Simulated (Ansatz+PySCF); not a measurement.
Values are calculated unless marked as measured or tabulated.
Input for PySCF 2.14.0:

```python
from pyscf import gto, scf, mp

mol = gto.M(atom="""
C 0.005670 -0.172810 -0.008230
C -1.494870 0.036830 0.009040
C 0.744210 0.033540 1.283400
C 0.751970 0.033880 -1.284730
H -1.744630 1.116730 0.003040
H 0.868670 1.122090 1.516160
H 0.870280 1.123850 -1.522850
H -1.958090 -0.410110 0.889600
H -1.971960 -0.404890 -0.894770
H 1.757800 -0.414520 1.243410
H 0.206970 -0.417480 2.142470
H 0.195640 -0.412840 -2.147640
H 1.757860 -0.420690 -1.250510
""", basis='cc-pvtz', charge=0, spin=1)
mf = scf.UHF(mol)
mf.kernel()
pt = mp.MP2(mf, frozen=4).run()
print(mf.e_tot, pt.e_corr, pt.e_tot)
```

The script is written out from the run's settings.

Output:

* Converged: yes
* Reference energy: -156.72773 hartree
* Correlation energy: -0.68096 hartree
* Total energy: -157.40869 hartree
* Spin squared of the determinant: 0.765
